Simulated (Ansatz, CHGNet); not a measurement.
Elastic constant C33 (GPa) of solids drawn from the class of elemental solids other than molecular ones, at two levels: the machine-learned potential CHGNet-r²SCAN (trained on r²SCAN data), and PBE in Ansatz (PAW).

```
solid       CHGNet-r²SCAN   PBE  shift (%)
----------  -------------  ----  ---------
α-phase Ga           56.9  80.9        +42
hcp Os                681   821        +21
hcp Cd               34.4  38.0      +10.5
hcp Sc               84.3   103        +22
hcp Y                25.1  80.7       +222
hcp Co                293   408        +39
hcp Tl               32.5  41.1        +26
hcp Be                179   382       +113
hcp Mg               41.7  68.8        +65
hcp Ti                139   189        +36
```

The shifts run from +10.5 % to +222 %, with a median of +38 %.

Over all 10 rows PBE is the larger in 10.

Ansatz's runs of these crystals have no spin polarisation, but for hcp Co.

Density-functional runs with spin start from parallel moments for hcp Co.

Spin–orbit coupling is left out, also for the solids with elements from indium on (hcp Os, hcp Tl); its size isn't shown.

Each level is taken at its own relaxed cell. Ansatz's density-functional and Hartree–Fock values are scalar-relativistic unless marked +SOC, with PAW data made under PBE.

Ansatz is an electronic-structure program.
